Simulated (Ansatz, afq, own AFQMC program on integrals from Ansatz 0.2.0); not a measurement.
## AlBH$_{2}$, triplet in cc-pVDZ, levels against CCSDT(Q)

```xyz
4

B    -0.6823    0.0000    1.1836
Al    0.2402    0.0000   -0.4875
H    -0.1105    0.0000    2.2193
H     0.9993    0.0000   -1.8627
```

Connectivity, by distances: BH–AlH.

Basis cc-pVDZ. Noble-gas cores (and the filled d shells of Ga–Kr and In–Xe) are frozen. AFQMC by an in-house program on the Cholesky factors that Ansatz 0.2.0 writes for its CCSD(T) run. The CISD trial takes its coefficients from CCSD amplitudes. Released means that phaseless walkers are propagated on without the constraint, phases kept. Free AFQMC starts from the CCSD state and is never constrained. Its projection time is finite, and what remains of the start isn't in its error. Error bars are statistical, one sigma.

Determinant: UHF, the one that the program's search chose, which needn't be the lowest solution. The geometry is a point of a scan.

No full CI on the walks' own integrals is used here; CCSDT(Q) serves as the reference and is uncertain by about the last step of the cluster series.

Cautions: lower spins were not checked; the ph-AFQMC/CISD walk drifts between its halves (2.6 errors).

* T1 diagnostic: 0.0235
* weight of the determinant in the CISD state: 0.894
* ⟨S²⟩ of the determinant: 2.025
* size of the correlated space: 8 electrons in 36 orbitals

Reference: CCSDT(Q), correlation energy -4.182 eV. The released energy is read at 2.40 1/Eh (meV from the phaseless value at times in 1/Eh: -20 ± 10 at 0.24, -15 ± 10 at 0.51, -33 ± 11 at 0.99, -44 ± 12 at 1.62, -43 ± 12 at 2.40).

```csv
level,E − E(reference) (mEh),share of correlation (%)
HF,153.70,0.00
MP2,37.12,75.85
CCSD,6.27,95.92
CCSD(T),1.62,98.94
CCSDT,0.29,99.81
ph-AFQMC/HF,3.77 ± 1.45,97.54
ph-AFQMC/CISD,1.18 ± 0.33,99.23
released AFQMC,-0.40 ± 0.46,100.26
free AFQMC,-0.23 ± 0.37,100.15
```

Free projections are given only where their last times agree within the noise and don't stop above the reference; a slow remainder of the start can still hide under it. A walk keeps the symmetry of its determinant, which the program's search chose and which needn't be the lowest solution, so a lower state of the same spin and another symmetry isn't excluded. Released energies are given only where the last usable release times agree within the noise; a slower fall can still hide under it.
